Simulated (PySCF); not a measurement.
PySCF input (M06-2X/def2-TZVPD):

```python
from pyscf import gto, scf, dft

mol = gto.M(
    atom='''
    C     0.01044234   -0.73326621    0.74046999
    C    -0.15364340    0.65046493    0.77255556
    C     0.15544107   -0.77669827   -0.64508207
    C    -0.01056125    0.74161569   -0.74890149
    H     0.02128176   -1.49441527    1.50909674
    H    -0.31709518    1.38230009    1.54857521
    H     0.31959054   -1.55752538   -1.37162848
    H     0.86224415    1.29066649   -1.11134566
    H    -0.89609388    1.08627730   -1.28894976
    ''',
    basis='def2-tzvpd',
    charge=0,
    spin=1,
    verbose=4,
)

mf = dft.UKS(mol, xc='m062x').density_fit(auxbasis='def2-universal-jkfit')
mf.grids.level = 4
mf.conv_tol = 1e-9
mf.max_cycle = 100
mf.max_memory = 1500
mf.kernel()
if not mf.converged:
    mf = mf.newton()
    mf.kernel(mf.make_rdm1())
for _ in range(2):
    mo, _, stable, _ = mf.stability(return_status=True)
    if stable:
        break
    mf.kernel(mf.make_rdm1(mo, mf.mo_occ))
mf.analyze()
```

End of the output:

```
Extra cycle  E= -155.297158090286  delta_E= -5.63e-12  |g|= 9.36e-07  |ddm|= 1.1e-05
converged SCF energy = -155.297158090286  <S^2> = 0.77798974  2S+1 = 2.0277966
uhf_internal: lowest eigs of H = [0.18805682 0.35609958 0.38799203]
<class 'pyscf.df.df_jk.DFUKS'> wavefunction is stable in the internal stability analysis
**** SCF Summaries ****
Total Energy =                        -155.297158090286302
Nuclear Repulsion Energy =             106.230051758758577
One-electron Energy =                 -417.748854293447891
Two-electron Energy =                  156.221644444402983
Two-electron Coulomb Energy =          179.677868652914924
DFT Exchange-Correlation Energy =      -23.456224208511937
HOMO-LUMO gap [eV] =                     5.480023049685983
**** MO energy ****
                             alpha | beta                alpha | beta
MO #1   energy= -10.5490846124239  | -10.5451294397042  occ= 1 | 1
MO #2   energy= -10.5490527447161  | -10.544838296033   occ= 1 | 1
MO #3   energy= -10.5437348868096  | -10.5443523259427  occ= 1 | 1
MO #4   energy= -10.5416889274352  | -10.5432546672979  occ= 1 | 1
MO #5   energy= -0.976532263009052 | -0.964615736329115 occ= 1 | 1
MO #6   energy= -0.746194051969809 | -0.74614046853457  occ= 1 | 1
MO #7   energy= -0.728902987532832 | -0.702506418479171 occ= 1 | 1
MO #8   energy= -0.592093569647645 | -0.588649128204436 occ= 1 | 1
MO #9   energy= -0.586911609736313 | -0.575905801467772 occ= 1 | 1
MO #10  energy= -0.511598871113808 | -0.495109849416849 occ= 1 | 1
MO #11  energy= -0.456553817602313 | -0.44832903605543  occ= 1 | 1
MO #12  energy= -0.404685731088827 | -0.397783100048291 occ= 1 | 1
MO #13  energy= -0.398489972374982 | -0.393651298782579 occ= 1 | 1
MO #14  energy= -0.352224657013529 | -0.330023772355123 occ= 1 | 1
MO #15  energy= -0.231574512056358 | -0.0301873778009316 occ= 1 | 0
MO #16  energy= 0.0262448539131512 | 0.0200283322770391 occ= 0 | 0
MO #17  energy= 0.0406357275217693 | 0.0372905100736567 occ= 0 | 0
MO #18  energy= 0.0430880888125105 | 0.0394287769814977 occ= 0 | 0
MO #19  energy= 0.0601382338189228 | 0.0693195338000978 occ= 0 | 0
MO #20  energy= 0.0704177462241432 | 0.0803523707199494 occ= 0 | 0
MO #21  energy= 0.10234972673112   | 0.0932262937655431 occ= 0 | 0
MO #22  energy= 0.103114134872461  | 0.0943905003252752 occ= 0 | 0
MO #23  energy= 0.136664206720794  | 0.128918041325484  occ= 0 | 0
MO #24  energy= 0.145905033331022  | 0.145118545957054  occ= 0 | 0
MO #25  energy= 0.151619623344438  | 0.147076635563326  occ= 0 | 0
MO #26  energy= 0.167114731953538  | 0.155958157782202  occ= 0 | 0
MO #27  energy= 0.167275033119706  | 0.165228207236749  occ= 0 | 0
MO #28  energy= 0.178774686460088  | 0.172233657856203  occ= 0 | 0
MO #29  energy= 0.196510391519377  | 0.181434747527553  occ= 0 | 0
MO #30  energy= 0.220230146196954  | 0.206755451206698  occ= 0 | 0
MO #31  energy= 0.222867221472886  | 0.223734046983549  occ= 0 | 0
MO #32  energy= 0.2389111026514    | 0.226599784052434  occ= 0 | 0
MO #33  energy= 0.239563846662798  | 0.234764767356139  occ= 0 | 0
MO #34  energy= 0.240045184272968  | 0.237675879249189  occ= 0 | 0
MO #35  energy= 0.244878522850081  | 0.238298785873544  occ= 0 | 0
MO #36  energy= 0.246883454003728  | 0.244729387830506  occ= 0 | 0
MO #37  energy= 0.262920323499263  | 0.250415248027228  occ= 0 | 0
MO #38  energy= 0.27143654772801   | 0.271139675871138  occ= 0 | 0
MO #39  energy= 0.287781470165175  | 0.286795434886494  occ= 0 | 0
MO #40  energy= 0.305419760819631  | 0.293020753762253  occ= 0 | 0
MO #41  energy= 0.315661709502215  | 0.301045694023786  occ= 0 | 0
MO #42  energy= 0.318083244205682  | 0.304545671667423  occ= 0 | 0
MO #43  energy= 0.321257216749992  | 0.324063006197237  occ= 0 | 0
MO #44  energy= 0.324516678708093  | 0.324909955471694  occ= 0 | 0
MO #45  energy= 0.336031585879953  | 0.331439656580406  occ= 0 | 0
MO #46  energy= 0.344039663565234  | 0.338840310372783  occ= 0 | 0
MO #47  energy= 0.346237616390013  | 0.339526510249793  occ= 0 | 0
MO #48  energy= 0.366557775306686  | 0.358067560010407  occ= 0 | 0
MO #49  energy= 0.373239631447323  | 0.370624835111286  occ= 0 | 0
MO #50  energy= 0.390873710714621  | 0.386382963485197  occ= 0 | 0
MO #51  energy= 0.398289750828155  | 0.392468413048879  occ= 0 | 0
MO #52  energy= 0.414757683192708  | 0.394461125415349  occ= 0 | 0
MO #53  energy= 0.416226040248964  | 0.397403548189074  occ= 0 | 0
MO #54  energy= 0.416713035436426  | 0.415838154402216  occ= 0 | 0
MO #55  energy= 0.426351589948714  | 0.416575916466103  occ= 0 | 0
MO #56  energy= 0.428380903992186  | 0.421747548818513  occ= 0 | 0
MO #57  energy= 0.433502618129243  | 0.429855666601908  occ= 0 | 0
MO #58  energy= 0.442085694587115  | 0.433166734244954  occ= 0 | 0
MO #59  energy= 0.479879768658011  | 0.461221429850192  occ= 0 | 0
MO #60  energy= 0.481300795793863  | 0.46143111164514   occ= 0 | 0
MO #61  energy= 0.494042131290991  | 0.477494342870415  occ= 0 | 0
MO #62  energy= 0.508599280151713  | 0.50814675292742   occ= 0 | 0
MO #63  energy= 0.559037217834498  | 0.53416770894119   occ= 0 | 0
MO #64  energy= 0.572031024149973  | 0.564028900612502  occ= 0 | 0
MO #65  energy= 0.575828238136099  | 0.565705275858854  occ= 0 | 0
MO #66  energy= 0.589280889806883  | 0.583039147279867  occ= 0 | 0
MO #67  energy= 0.598057944436265  | 0.594772571483468  occ= 0 | 0
MO #68  energy= 0.603249952230398  | 0.599550689640981  occ= 0 | 0
MO #69  energy= 0.62569062714009   | 0.608160989787565  occ= 0 | 0
MO #70  energy= 0.626314864372049  | 0.614470597139813  occ= 0 | 0
MO #71  energy= 0.636048647087942  | 0.62662563997842   occ= 0 | 0
MO #72  energy= 0.661333557430022  | 0.654859191082514  occ= 0 | 0
MO #73  energy= 0.672929004094877  | 0.662230202475327  occ= 0 | 0
MO #74  energy= 0.679023258446579  | 0.674209826549226  occ= 0 | 0
MO #75  energy= 0.685333820101577  | 0.674846911214248  occ= 0 | 0
MO #76  energy= 0.717425290693925  | 0.70884934152571   occ= 0 | 0
MO #77  energy= 0.725236552647126  | 0.719896204222877  occ= 0 | 0
MO #78  energy= 0.731092619673776  | 0.730067138100308  occ= 0 | 0
MO #79  energy= 0.74310560464077   | 0.73283367359152   occ= 0 | 0
MO #80  energy= 0.756607937360881  | 0.755516147243292  occ= 0 | 0
MO #81  energy= 0.76589806458458   | 0.759538279756633  occ= 0 | 0
MO #82  energy= 0.768179369427144  | 0.762851158957745  occ= 0 | 0
MO #83  energy= 0.807760597187364  | 0.803426772724549  occ= 0 | 0
MO #84  energy= 0.846529808540343  | 0.836016023377294  occ= 0 | 0
MO #85  energy= 0.874325777480062  | 0.86897949006582   occ= 0 | 0
MO #86  energy= 0.885164205259421  | 0.883344103487057  occ= 0 | 0
MO #87  energy= 0.889070608837043  | 0.892289946978045  occ= 0 | 0
MO #88  energy= 1.00914182438354   | 1.01331201451915   occ= 0 | 0
MO #89  energy= 1.05364078057162   | 1.05101926955236   occ= 0 | 0
MO #90  energy= 1.06903338753336   | 1.0625415253653    occ= 0 | 0
MO #91  energy= 1.08712934952363   | 1.0928957045953    occ= 0 | 0
MO #92  energy= 1.10149236727061   | 1.09932884108767   occ= 0 | 0
MO #93  energy= 1.17713997845573   | 1.17946567133767   occ= 0 | 0
MO #94  energy= 1.18974387638568   | 1.19161826233008   occ= 0 | 0
MO #95  energy= 1.23092065354429   | 1.23644443527387   occ= 0 | 0
MO #96  energy= 1.24731503881559   | 1.24492304434348   occ= 0 | 0
MO #97  energy= 1.29195534756366   | 1.29201507013545   occ= 0 | 0
MO #98  energy= 1.3407690432392    | 1.34240736079689   occ= 0 | 0
MO #99  energy= 1.35965955485248   | 1.35602018670236   occ= 0 | 0
MO #100 energy= 1.36128489655627   | 1.35896466185879   occ= 0 | 0
MO #101 energy= 1.3933490243939    | 1.3922018584523    occ= 0 | 0
MO #102 energy= 1.46710839000764   | 1.46521860514815   occ= 0 | 0
MO #103 energy= 1.47285943769446   | 1.48118727625073   occ= 0 | 0
MO #104 energy= 1.49404501954764   | 1.49251909565872   occ= 0 | 0
[...]
```

It need not be the lowest isomer of its formula.
